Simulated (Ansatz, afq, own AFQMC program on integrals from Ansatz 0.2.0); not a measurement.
# AlGe⁺, singlet → AlGe⁺, triplet

```yaml
atoms:
  - { symbol: Ge, position_ang: [0.0000, 0.0000, 0.0000] }
  - { symbol: Al, position_ang: [0.0000, 0.0000, 3.1299] }
```

E(triplet, charge +1) − E(singlet, charge +1) at this geometry, on RHF and UHF determinants.

Basis cc-pVDZ. Noble-gas cores (and the filled d shells of Ga–Kr and In–Xe) are frozen. AFQMC by an in-house program on the Cholesky factors that Ansatz 0.2.0 writes for its CCSD(T) run. ph-AFQMC/CISD is guided by a CISD state made of CCSD amplitudes; releasing the constraint for a short imaginary time cuts its bias at the price of noise, slowly where states lie close. Free AFQMC starts from the CCSD state and is never constrained. Its projection time is finite, and what remains of the start isn't in its error. ± is one standard error of the sampling. No spin–orbit coupling. The errors of all members are added in quadrature.

Full CI on the same integrals is exact in this basis and with this determinant's frozen core.

Errors are counted within cc-pVDZ, not against nature.

Cautions: inner d shell frozen; no relativity below Rb; no spin-orbit coupling; AlGe⁺ (singlet): another spin lies lower, restricted determinant unstable towards unrestricted (UHF 749 meV lower, ⟨S²⟩ 1.07), CCSDTQ on the UHF determinant differs (462 meV lower), perhaps since the unrestricted series falls towards higher spin; core correlation is missing, and it shifts such a gap most where an s electron is promoted.

Reference (full CI): -11.0 kcal/mol.

```json
{"level": "HF", "vertical spin gap (kcal/mol)": "-23.2", "error against FCI (kcal/mol)": "-12.2"}
{"level": "MP2", "vertical spin gap (kcal/mol)": "-15.2", "error against FCI (kcal/mol)": "-4.2"}
{"level": "CCSD", "vertical spin gap (kcal/mol)": "-11.8", "error against FCI (kcal/mol)": "-0.9"}
{"level": "CCSD(T)", "vertical spin gap (kcal/mol)": "-11.3", "error against FCI (kcal/mol)": "-0.4"}
{"level": "CCSDT", "vertical spin gap (kcal/mol)": "-11.2", "error against FCI (kcal/mol)": "-0.3"}
{"level": "CCSDT(Q)", "vertical spin gap (kcal/mol)": "-11.1", "error against FCI (kcal/mol)": "-0.1"}
{"level": "free AFQMC", "vertical spin gap (kcal/mol)": "-11.1 ± 0.2", "error against FCI (kcal/mol)": "-0.1 ± 0.2"}
```

Correlation beyond CCSD(T) adds 0.4 kcal/mol. The perturbative (T) step is worth +0.5 kcal/mol.

CCSDT and higher add their correlation energy to the determinant of the CCSD(T) run, since their own runs factorise the integrals more tightly (a shift of under 2 meV). Free projections are given only where their last times agree within the noise and don't stop above the reference; a slow remainder of the start can still hide under it. A walk keeps the symmetry of its determinant, which the program's search chose and which needn't be the lowest solution, so a lower state of the same spin and another symmetry isn't excluded.
